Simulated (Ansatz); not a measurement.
Input file:

```yaml
crystal:
  periodic: [false, false, false]
  atoms:
    - {symbol: N, position_ang: [0.000000, -0.129588, 1.686081]}
    - {symbol: Ga, position_ang: [0.000000, 0.013637, -0.367511]}
    - {symbol: H, position_ang: [0.000000, 0.857448, 1.991733]}
basis:
  gaussian: {orbitals: cc-pVDZ}
total_charge: 1
magnetization: {spin_polarized: true, initial_magnetization: 4}
correlation: {method: ccsdt_q, electrons: outside_noble_gas}
```

```sh
$ ansatz run in.yaml --threads 1 --pin off --events-out ev --progress --plain --max-ram 2393MiB
```

**Question.** Roughly how long does this take on 1 thread of Arm Neoverse V2, shared host, and how much host memory?

**Answer.** 11 s wall and 0.2 GiB.

```
887 factors; integrals over basis functions are off by at most 1.8e-7 eV
mean field evaluation 1: about -53814.1093 eV, gradient 2.0e1 eV
mean field evaluation 2: about -53814.2005 eV, gradient 1.9e1 eV
mean field evaluation 4: about -53818.6110 eV, gradient 3.4e0 eV
mean field evaluation 8: about -53819.0157 eV, gradient 4.1e-1 eV
mean field evaluation 16: about -53814.1096 eV, gradient 2.0e1 eV
mean field evaluation 32: about -53818.9314 eV, gradient 2.3e-6 eV
mean field evaluation 64: about -53818.9294 eV, gradient 3.7e-1 eV
mean field evaluation 96: about -53818.9314 eV, gradient 5.7e-3 eV
mean field evaluation 128: about -53815.6354 eV, gradient 1.5e-2 eV
mean field evaluation 160: about -53812.0284 eV, gradient 1.8e1 eV
...
cycle   8  -3.71406689 eV  change   -1.2e-4 eV  update   2.6e-4
cycle   9  -3.71404044 eV  change    2.6e-5 eV  update   1.4e-4
cycle  10  -3.71397711 eV  change    6.3e-5 eV  update   8.0e-5
cycle  11  -3.71400599 eV  change   -2.9e-5 eV  update   4.2e-5
cycle  12  -3.71401516 eV  change   -9.2e-6 eV  update   2.3e-5
cycle  13  -3.71401998 eV  change   -4.8e-6 eV  update   1.2e-5
cycle  14  -3.71401627 eV  change    3.7e-6 eV  update   6.8e-6
cycle  15  -3.71401119 eV  change    5.1e-6 eV  update   3.7e-6
cycle  16  -3.71400991 eV  change    1.3e-6 eV  update   1.7e-6
cycle  17  -3.71400974 eV  change    1.7e-7 eV  update   9.3e-7
perturbative correction -0.00388139 eV, -0.0001426385 hartree
Total energy: -53822.74347238 eV, -1977.9493402441 hartree
```
